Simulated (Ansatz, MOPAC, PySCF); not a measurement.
Dimer: C2H2 (SMILES C#C) (first 4 atoms) with H2O (SMILES O); geometry from S66by8 set.
(charge 0, multiplicity 1):
```tsv
atom	x (Å)	y (Å)	z (Å)
C	-1.4724	0.0604	0.0473
H	-0.4066	0.0301	0.0227
C	-2.6843	0.0942	0.0747
H	-3.7448	0.1245	0.0993
O	2.9379	-0.0983	-0.0776
H	3.5083	-0.6881	0.4195
H	3.5099	0.2527	-0.7629
```

Monomers are frozen at their geometry in the pair; levels with a basis set take the counterpoise correction. Rows marked so take none.

Correlated levels freeze the cores. CBS(a, b) extrapolates the correlation energy as X⁻³ and adds the Hartree–Fock energy of set b. Rows in 6-31G* carry no dispersion term and start afresh at each structure (6-31G* with six Cartesian d functions). The state that AM1, PM3 reach isn't checked.

Programs: Ansatz (a first-principles code) with Gaussian orbitals; MOPAC for AM1, PM3 (differences of heats of formation); PySCF for 6-31G* rows, the dispersion terms. 

```tsv
level	interaction energy (meV)
AM1	-22.6
PM3	-20.8
r2SCAN/def2-TZVPPD	?
B3LYP/6-31G* (no counterpoise)	?
B3LYP-D4/def2-TZVPPD	-48.6
PBE0/def2-TZVPPD	-48.6
MP2/aug-cc-pVTZ	-50.4
CCSD/aug-cc-pVDZ	-49.0
CCSD(T)/CBS(aug-cc-pVDZ, aug-cc-pVTZ)	-51.2
```

Question: Some entries are withheld; supply them.

Answer: 
- r2SCAN/def2-TZVPPD, interaction energy (meV): -46.3
- B3LYP/6-31G* (no counterpoise), interaction energy (meV): -69.9
